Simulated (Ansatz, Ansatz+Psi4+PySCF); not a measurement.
```xyz
2

Al    0.0000    0.0000    0.0000
Al    0.0000    0.0000    2.7000
```

Basis set: cc-pV(T+d)Z (spherical functions). Frozen core: 10 orbitals. Correlation on ROHF uses semicanonical orbitals with singles. Charge 0, multiplicity 3.

Computed with Ansatz (development build ahead of 0.2.0); each method stands on the lowest determinant of its kind that the runs found.

(1) Give the atomization energy at this shape (free ground-state atoms in the same class of orbitals less the molecule, no zero-point energy) of triplet Al2 by ROHF-CCSD(T), ROHF-CCSD, ROHF-MP2, UHF-MP2, UHF-CCSDT, ROHF, UHF.

Results:

(1)

```csv
method,atomization energy
ROHF-CCSD(T),31.66 kcal/mol
ROHF-CCSD,29.15 kcal/mol
ROHF-MP2,31.32 kcal/mol
UHF-MP2,30.84 kcal/mol
UHF-CCSDT,32.09 kcal/mol
ROHF,19.73 kcal/mol
UHF,18.38 kcal/mol
```

Caution for ROHF-CCSD(T), ROHF-CCSD, ROHF-MP2, UHF-MP2, UHF-CCSDT: a plain start can end on a higher determinant.
